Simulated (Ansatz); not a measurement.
Process, species as SMILES: C#N (CH-N) → CHN+ (doublet, bonded as C#N) + e-
B3LYP-D3(BJ)/def2-TZVP geometries, fixed; electronic energies without zero-point terms.
Largest species:
```
C
N 1 1.1462
H 1 1.0667 2 180.00
```
Charge 0, spin multiplicity 1.

Core correlation in the adiabatic ionisation energy at MP2 with Ansatz (a first-principles code), in eV: frozen core against all electrons. Core-valence sets carry the plain set on hydrogen. Open shells are unrestricted.

```json
[
 {"basis": "cc-pVDZ", "functions, most": "33", "frozen core": "13.555"},
 {"basis": "cc-pCVDZ", "functions, most": "41", "frozen core": "13.571"},
 {"basis": "cc-pVTZ", "functions, most": "74", "frozen core": "13.884"},
 {"basis": "cc-pCVTZ", "functions, most": "100", "frozen core": "13.892"},
 {"basis": "cc-pwCVTZ", "functions, most": "100", "frozen core": "13.899"},
 {"basis": "cc-pVQZ", "functions, most": "140", "frozen core": "13.996"},
 {"basis": "cc-pwCVQZ", "functions, most": "198", "frozen core": "14.000"},
 {"basis": "cc-pCVQZ", "functions, most": "198", "frozen core": "13.998"}
]
```

How large is the core term in each set?

The largest core-valence set, cc-pCVQZ, gives a core term of 0.034 eV; the valence set cc-pVQZ, which lacks functions for the core, gives 0.038. By row: cc-pVDZ 0.011, cc-pCVDZ 0.011, cc-pVTZ 0.040, cc-pCVTZ 0.028, cc-pwCVTZ 0.032, cc-pVQZ 0.038, cc-pwCVQZ 0.036, cc-pCVQZ 0.034.
